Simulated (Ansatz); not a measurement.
C2HCl2F, SMILES `FC=C(Cl)Cl`. Charge 0, multiplicity 1.

Cartesian coordinates in Å:
```
F -0.596 -1.110 1.302
C 0.213 -0.284 0.654
C -0.121 0.248 -0.514
Cl -1.606 -0.077 -1.282
Cl 0.956 1.310 -1.313
H 1.153 -0.086 1.153
```

(1) What are the harmonic wavenumbers in cm⁻¹ at PBE0-D4/def2-TZVP (Ansatz, finite differences of forces, unscaled)? (Estimate.)

(2) Is this a minimum?

(3) Give the ideal-gas thermochemistry at 298.15 K and 1 bar (rigid rotor, harmonic oscillator; point group Cs, symmetry number 1).

(4) Rotational constants (cm⁻¹)?

Answers

(1) The calculation gave: 200, 271, 284, 474, 475, 680, 842, 982, 1192, 1317, 1733, 3242.

(2) Yes, all 12 modes are real.

(3) Zero-point energy 69.9 kJ/mol; H(298) − E = 85.6 kJ/mol; entropy 313.6 J/(mol·K), of which translation 168.0, rotation 114.8, vibration 30.8; G(298) − E = -7.9 kJ/mol.

(4) 0.1361, 0.08146, 0.05096.
